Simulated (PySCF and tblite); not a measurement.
C2H4Cl2, numbered as in [Cl:1][CH2:2][CH2:3][Cl:4]. Search: ETKDG and KDG, MMFF94s, GFN2-xTB, 90 starts; geometries at PBE0-D3(BJ)/def2-SVP. Energies: PBE0-D3(BJ)/def2-TZVP, with GFN2-xTB thermal terms (modes under about 100 cm⁻¹ blended into free rotors). Symmetry numbers and mirror images are counted. Conformers within 4 kcal/mol (GFN2-xTB free energy) were kept, 5 at most. GIAO shieldings: PBE0/pcSseg-1. Shifts are against TMS (¹H), TMS (¹³C) at the same level. (PySCF 2.14, tblite 0.8.)

Torsions listed: Cl1–C2–C3–Cl4. Of a mirror pair one member is shown.

Two conformers hold nearly all the population. I: 180°; δ(C2/C3) = 47.67 ppm. II: -66°; δ(C2/C3) = 51.63 ppm. The average over the ensemble at 298.15 K is 48.44 ppm.

Question: What populations and free-energy difference follow from a two-state model?

Answer: p(I) = (48.44 − 51.63)/(47.67 − 51.63) = 0.81, so K = p(II)/p(I) = 0.24 and G(II) − G(I) = −RT ln K = 0.84 kcal/mol. One of the two counts twice, as a mirror pair, which this difference holds. The weights computed directly are 80.6 % and 19.4 %.
